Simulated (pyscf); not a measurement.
Single points on ωB97X-D3(BJ)/def2-SVP structures (PySCF, gas phase). Correlated levels are frozen-core, on RHF or UHF. ΔMP2 is the change of the MP2 total energy from the triple- to the quadruple-zeta basis.

SMILES: C=C(Cl)CCl
```xyz
9

C      0.5967     1.0876     1.3355
C      0.2779     1.1274     0.0463
Cl     0.1268     2.6432    -0.8042
C      0.0022    -0.0292    -0.8776
Cl     0.1362    -1.6149    -0.0887
H      0.7730     2.0066     1.8977
H      0.6834     0.1232     1.8392
H     -1.0136     0.0621    -1.2882
H      0.7112    -0.0059    -1.7177
```
Charge 0, spin multiplicity 1.

Q: How much does it cost (ΔH, 298 K, CCSD(T)/def2-TZVPP + ΔMP2(QZVPP)) to split H₂C=C(Cl)–CH₂–Cl at its C–Cl bond into •H₂C–C(=CH₂)–Cl + Cl•?

A: C–Cl to •H₂C–C(=CH₂)–Cl + Cl•: 70.0 kcal/mol. The radicals are drawn with the spin at the cut bond; how far it spreads was not checked. Other isomers of •H₂C–C(=CH₂)–Cl were not searched in full and may lie lower. The CCSD(T) − MP2 part came from Ansatz, without density fitting, on the same reference. A UHF reference is spin-contaminated (<S²> up to 0.97), which harms MP2 most. Left out: the spin-orbit lowering of Cl.
